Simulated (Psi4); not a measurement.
# [HO2]− (hydroperoxide(1-)) at B3LYP/6-31G(d) (spherical functions)

Aim: the vertical ionisation energy of [HO2]− (hydroperoxide(1-)) at B3LYP/6-31G* (spherical functions), from 2 runs. 

The results are computed with Psi4 1.11.

1 further run of the same task is left out (set aside as unsound or not needed).

### 1 The molecule

The species is [HO2]− (3 atoms), meant as a singlet with charge -1. SMILES: `[O-]O`. The shape is that of a PBE0-D4/def2-TZVPD optimisation.

Bond lengths: O1–O2 1.479 Å, O2–H3 0.961 Å. Angles: O1–O2–H3 100.1°.

### 2 Energy and gradient at B3LYP/6-31G(d) (spherical functions)

Input file job.json:

```json
{
  "schema_name": "qcschema_input",
  "schema_version": 1,
  "molecule": {
    "schema_name": "qcschema_molecule",
    "schema_version": 2,
    "symbols": ["O", "O", "H"],
    "geometry": [-0.67606842, 1.93808422, -0.15274656, -0.45780505, -0.84259108, -0.341568, 1.13389237, -1.09551203, 0.49429566],
    "molecular_charge": -1,
    "molecular_multiplicity": 1,
    "fix_symmetry": "c1",
    "fix_com": true,
    "fix_orientation": true
  },
  "driver": "gradient",
  "model": {
    "method": "b3lyp",
    "basis": "6-31G*"
  },
  "keywords": {
    "reference": "rks",
    "puream": true,
    "e_convergence": 1e-09,
    "d_convergence": 1e-08,
    "scf_type": "pk",
    "dft_radial_points": 99,
    "dft_spherical_points": 590,
    "scf_properties": ["MULLIKEN_CHARGES", "QUADRUPOLE", "DIPOLE"]
  }
}
```

On the command line:

```sh
$ psi4 --qcschema job.json -n 1 --memory 2200MB
```

stdout (excerpt; [...] marks lines left out):

```text
[...]
  Running in c1 symmetry.
[...]
  Nuclear repulsion =   29.527067201919131
[...]
  Multiplicity = 1
[...]
  Nalpha       = 9
  Nbeta        = 9
[...]
    Number of basis functions: 30
[...]
   @RKS iter   1:  -150.69735244991992   -3.98133e-01   2.23499e-02 DIIS/ADIIS
[...]
   @RKS iter  11:  -150.88168390375216   -7.95808e-13   6.33968e-09 DIIS
[...]
    Orbital Energies [Eh]
    ---------------------
    Doubly Occupied:
       1A    -18.852781     2A    -18.746785     3A     -0.716797
       4A     -0.452759     5A     -0.158460     6A     -0.055143
       7A     -0.029747     8A      0.122966     9A      0.146661
[...]
  @RKS Final Energy:  -150.88168390375216
   => Energetics <=
    Nuclear Repulsion Energy =             29.5270672019191309
    One-Electron Energy =                -272.9895962760949715
    Two-Electron Energy =                 106.9832428279778327
    DFT Exchange-Correlation Energy =     -14.4023976575541486
    Empirical Dispersion Energy =           0.0000000000000000
    VV10 Nonlocal Energy =                  0.0000000000000000
    Total Energy =                       -150.8816839037521618
[...]
 Multipole Moments:
 ------------------------------------------------------------------------------------
     Multipole            Electronic (a.u.)      Nuclear  (a.u.)        Total (a.u.)
 ------------------------------------------------------------------------------------
 L = 1.  Multiply by 2.5417464519 to convert [e a0] to [Debye]
 Dipole X            :          9.0092416           -7.9370954            1.0721462
 Dipole Y            :         -8.8898540            7.6684331           -1.2214209
 Dipole Z            :          3.9071117           -3.4602208            0.4468909
 Magnitude           :                                                    1.6855498
 L = 2.  Multiply by 1.3450342976 to convert [e a0^2] to [Debye ang]
 Quadrupole XX       :        -16.2087545            6.6189437           -9.5898108
 Quadrupole XY       :          8.9223797           -8.6384734            0.2839063
[...]
  Mulliken Charges: (a.u.)
   Center  Symbol    Alpha    Beta     Spin     Total
       1     O     4.36208  4.36208  0.00000 -0.72417
       2     O     4.29541  4.29541  0.00000 -0.59081
       3     H     0.34251  0.34251  0.00000  0.31498
   Total alpha =  9.00000, Total beta =  9.00000, Total charge = -1.00000
[...]
  -Total Gradient:
     Atom            X                  Y                   Z
    ------   -----------------  -----------------  -----------------
       1        0.001324366782    -0.019827729882    -0.001472289545
       2        0.008612681445     0.018653626037     0.006735371058
       3       -0.009936975449     0.001174079842    -0.005263044668
[...]
```

The result, in JSON:

```text
{
 "driver": "gradient",
 "model": {
  "method": "b3lyp",
  "basis": "6-31G*"
 },
 "success": true,
 "return_result": [0.001324366782369449, -0.019827729881987402, -0.0014722895450921623, 0.008612681445430065, 0.01865362603682854, 0.0067353710575647485, -0.009936975449453517, 0.0011740798418559267, -0.0052630446682359056],
 "properties": {
  "calcinfo_nbasis": 30,
  "calcinfo_nmo": 30,
  "calcinfo_nalpha": 9,
  "calcinfo_nbeta": 9,
  "calcinfo_natom": 3,
  "nuclear_repulsion_energy": 29.52706720191913,
  "return_energy": -150.88168390375216,
  "return_gradient": [0.001324366782369449, -0.019827729881987402, -0.0014722895450921623, 0.008612681445430065, 0.01865362603682854, 0.0067353710575647485, -0.009936975449453517, 0.0011740798418559267, -0.0052630446682359056],
  "scf_one_electron_energy": -272.98959627609497,
  "scf_two_electron_energy": 106.98324282797783,
  "scf_xc_energy": -14.402397657554149,
  "scf_dipole_moment": [1.072146236627578, -1.2214209449850895, 0.446890858001761],
  "scf_total_energy": -150.88168390375216,
  "scf_total_gradient": [0.001324366782369449, -0.019827729881987402, -0.0014722895450921623, 0.008612681445430065, 0.01865362603682854, 0.0067353710575647485, -0.009936975449453517, 0.0011740798418559267, -0.0052630446682359056],
  "scf_iterations": 11
 }
}
```

Wall time 8.4 s (1 thread of Intel Xeon at 2.50GHz (Skylake/Cascade Lake), shared host); peak memory 0.35 GiB.

### 3 Doublet neutral HO2: a single-point energy at UB3LYP/6-31G(d) (spherical functions)

Input file job.inp:

```
memory 2200 MB

molecule system {
  0 2
  O     -0.357760     1.025590    -0.080830
  O     -0.242260    -0.445880    -0.180750
  H      0.600030    -0.579720     0.261570
  units angstrom
  symmetry c1
}

set {
  basis 6-31G*
  reference uks
  puream true
  e_convergence 1e-09
  d_convergence 1e-08
  scf_type pk
  dft_radial_points 99
  dft_spherical_points 590
  maxiter 100
}

E, wfn = energy("b3lyp", return_wfn=True)
oeprop(wfn, "LOWDIN_CHARGES", "MAYER_INDICES", "MULLIKEN_CHARGES", title="B3LYP")
print_variables()
```

On the command line:

```sh
$ psi4 -n 1 job.inp job.out
```

job.out (excerpt; [...] marks lines left out):

```text
[...]
  Running in c1 symmetry.
[...]
  Nuclear repulsion =   29.527067200135445
[...]
  Multiplicity = 2
[...]
  Nalpha       = 9
  Nbeta        = 8
[...]
    Number of basis functions: 30
[...]
   @UKS iter   1:  -150.84440579346352   -5.45186e-01   9.70298e-03 ADIIS/DIIS
[...]
   @UKS iter  14:  -150.88335580496101   -9.66338e-13   5.07754e-09 DIIS
[...]
   @S^2 Observed:                7.532716236E-01
[...]
  @UKS Final Energy:  -150.88335580496101
   => Energetics <=
    Nuclear Repulsion Energy =             29.5270672001354448
    One-Electron Energy =                -266.0180644345370524
    Two-Electron Energy =                  99.6591264365585658
    DFT Exchange-Correlation Energy =     -14.0514850071179787
    Empirical Dispersion Energy =           0.0000000000000000
    VV10 Nonlocal Energy =                  0.0000000000000000
    Total Energy =                       -150.8833558049610417
[...]
 Multipole Moments:
 ------------------------------------------------------------------------------------
     Multipole            Electronic (a.u.)      Nuclear  (a.u.)        Total (a.u.)
 ------------------------------------------------------------------------------------
 L = 1.  Multiply by 2.5417464519 to convert [e a0] to [Debye]
 Dipole X            :         -0.1631493            0.8887421            0.7255928
 Dipole Y            :          0.3978619           -0.7937641           -0.3959022
 Dipole Z            :         -0.0000000            0.0000000           -0.0000000
 Magnitude           :                                                    0.8265733
[...]
  Mulliken Charges: (a.u.)
   Center  Symbol    Alpha    Beta     Spin     Total
       1     O     4.46485  3.64804  0.81680 -0.11289
       2     O     4.26370  4.07318  0.19052 -0.33688
       3     H     0.27145  0.27878 -0.00732  0.44977
   Total alpha =  9.00000, Total beta =  8.00000, Total charge =  0.00000
  Lowdin Charges: (a.u.)
   Center  Symbol    Alpha    Beta     Spin     Total
       1     O     4.45780  3.65353  0.80428 -0.11133
       2     O     4.20825  4.00660  0.20165 -0.21485
       3     H     0.33395  0.33987 -0.00592  0.32618
[...]
```

Run time: 13 s. Hardware: 1 thread of Intel Xeon at 2.50GHz (Skylake/Cascade Lake), shared host; peak memory 0.35 GiB.

### 4 Outcome

At B3LYP/6-31G* (spherical functions):

| quantity | value |
| --- | --- |
| singlet [HO2]−: total energy | -150.88168 Eh |
| singlet [HO2]−: HOMO energy | 3.99 eV |
| singlet [HO2]−: LUMO energy | 9.07 eV |
| singlet [HO2]−: HOMO–LUMO gap (to an unbound level, set by the basis) | 5.08 eV |
| singlet [HO2]−: largest force on an atom | 1.112 eV/Å |
| doublet neutral HO2: total energy | -150.88336 Eh |
| doublet neutral HO2: dipole moment | 2.10 D |
| doublet neutral HO2: HOMO energy (highest over α and β) | -8.03 eV |
| doublet neutral HO2: LUMO energy (lowest over α and β) | -3.85 eV |
| doublet neutral HO2: ⟨S²⟩ | 0.753 |
| vertical detachment energy (to the doublet neutral) | -0.045 eV |

**Reading.** The species is unbound against losing an electron at this level, by 0.05 eV (−1.0 kcal/mol); missing correlation or diffuse functions can give that sign where the real anion is bound. The largest force (singlet [HO2]−) is 1.11 eV/Å: the shape isn't a stationary point for this species at this level. Mulliken charges (singlet [HO2]−) run from -0.72 on O1 to +0.31 on H3. The HOMO (singlet [HO2]−) lies at positive energy, 3.99 eV; only total energies tell whether the electron is bound. Mulliken charges (doublet neutral HO2) run from -0.34 on O2 to +0.45 on H3; they depend strongly on the basis.
